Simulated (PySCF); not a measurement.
SiH and its ions

PBE0; PySCF, no relativity, basis sets Si 6-311G(d,p), H 6-311G(d,p). Neutral (UKS): doublet (π ↑), Re = 1.536 Å, ωe = 2025 cm⁻¹, De = 3.04 eV, HOMO -5.51 eV, LUMO -3.29 eV.

SiH⁺ (UKS): singlet (closed shell), Re = 1.520 Å, ωe = 2142 cm⁻¹, De = 3.20 eV to Si⁺ + H. The energies at the minima are -289.86310 hartree for SiH and -289.56686 for SiH⁺.

(1) Work out the adiabatic ionisation energy, without and with harmonic zero-point energies (1 hartree = 27.2114 eV, 1 eV = 8065.5 cm⁻¹), and the change of the bond length.

For an ion De counts to the pair picked by the measured ionisation energies or electron affinities, which need not be the lowest pair at this level. States were picked by a PBE0 search and need not be the measured ground states.

Answers

(1) At PBE0: 0.29624 hartree = 8.061 eV between the minima; the zero-point term (2142.0 − 2025.0)/2 cm⁻¹ = +0.007 eV makes it 8.068 eV. Re changes by -1.6 pm against the neutral. The electron leaves a π orbital, which is non-bonding in a hydride.
